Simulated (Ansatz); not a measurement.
The input, for Ansatz 0.2.0:

```yaml
crystal:
  periodic: [false, false, false]
  atoms:
    - {symbol: Ge, position_ang: [0.000158, -0.000101, -0.017546]}
    - {symbol: H, position_ang: [1.464297, 0.000648, 0.442604]}
    - {symbol: H, position_ang: [-0.701030, 1.304162, 0.395821]}
    - {symbol: H, position_ang: [-0.774672, -1.297524, 0.426057]}
basis:
  gaussian: {orbitals: 6-31G}
magnetization: {spin_polarized: false, initial_magnetization: 1}
correlation: {method: fic_nevpt4_sd, electrons: outside_noble_gas, active_space: {window: {electrons: 7, orbitals: 7}, shells: [{species: Ge, l: s, shell: 4}, {species: Ge, l: p, shell: 4}, {species: H, l: s, shell: 1}]}}
```

```sh
$ ansatz run in.yaml --threads 1 --pin off --events-out ev --progress --plain --max-ram 2393MiB
```

The program prints:

```
598 factors; integrals over basis functions are off by at most 4.2e-8 eV
mean field evaluation 1: about -56509.7424 eV, gradient 7.5e0 eV
mean field evaluation 2: about -56509.7650 eV, gradient 7.6e0 eV
mean field evaluation 4: about -56510.1430 eV, gradient 1.3e0 eV
mean field evaluation 8: about -56510.1456 eV, gradient 2.8e-4 eV
mean field -56510.14556197 eV, -2076.7095454500 hartree, gradient 3.5e-6 eV, S^2 0.750000; 0 other end points of the search recorded, 0 dependent functions left out
reference -56510.14556197 eV, -2076.7095454500 hartree; 18, 17 occupied and 17, 18 virtual orbitals, 598 factors
state -56511.52467920 eV, -2076.7602270733 hartree
state -56511.52467920 eV, -2076.7602270733 hartree; corrected -56512.06289772 eV, -2076.7800062391 hartree
Total energy: -56512.06289772 eV, -2076.7800062391 hartree
Checks for a lower state left out: starts, orbital_swaps
```

Natural occupations: 1.9831 1.9674 1.9657 1.0007 0.0360 0.0238 0.0233.

For the same geometry and basis full CI lies 29.4 meV lower.

Ran on 1 thread of Arm Neoverse V2, shared host: 2 s wall, 0.14 GiB peak host memory.
